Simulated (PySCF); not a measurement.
# Core binding energy against partial charge

Compound: C₄H₅F.
Bonds: C1–C2 (double), C2–C3, C3–C4 (double), C3–F5. Hydrogens: H6, H7 on C1; H8 on C2; H9, H10 on C4.

Binding energies: delta-SCF UKS SCAN, pcX-2 on the ionised atom, pcseg-1 elsewhere, spin-free X2C (PySCF). Charges: PBE0/pcSseg-1 ground-state density, for the ionised atom.

```csv
atom,environment,C 1s (eV),Mulliken (e),IAO (e),Hirshfeld (e),ESP (e)
C4,terminal =CH2 carbon,290.14,-0.193,-0.375,-0.126,-0.673
C1,terminal =CH2 carbon,290.28,-0.123,-0.296,-0.088,-0.361
C2,alkene CH carbon,291.08,-0.270,-0.170,-0.057,-0.228
C3,vinylic C–F carbon,293.11,+0.237,+0.298,+0.088,+0.418
```

Problem. Give the correlation coefficient and slope of binding energy on charge for each scheme.

Solution. IAO: r = 1.00, slope 4.5 eV per e; Hirshfeld: r = 0.99, slope 14.5 eV per e; ESP: r = 0.97, slope 2.9 eV per e; Mulliken: r = 0.85, slope 5.2 eV per e. On 4 points no scheme stands out.

Problem. The point-charge model writes a binding energy as kq + V + constant, with V the potential of the other atoms' charges at the site. What does it give with the Mulliken charges?

Solution. V = Σ 14.40 eV Å × q/r over all other atoms: +3.75 eV at C4, +1.31 eV at C1, +2.69 eV at C2, -4.72 eV at C3. Fitting binding energy − V to q gives k = 21.5 eV per e and leaves an rms residual of 1.35 eV, against 0.62 eV for the fit on q alone. The model has no term for differences in relaxation between sites.

Spin contamination (⟨S²⟩ against 0.75 for a pure doublet) is marked for C 1s of C2 (0.90) and C 1s of C3 (0.91), which makes these values less certain. One conformer (not necessarily the lowest) at the GFN2-xTB geometry, without solvent, vibrations or thermal averaging.

The values belong to the conformer `[CH2:1]=[CH:2][C:3](=[CH2:4])[F:5]`: C1–C2–C3–C4 180°.
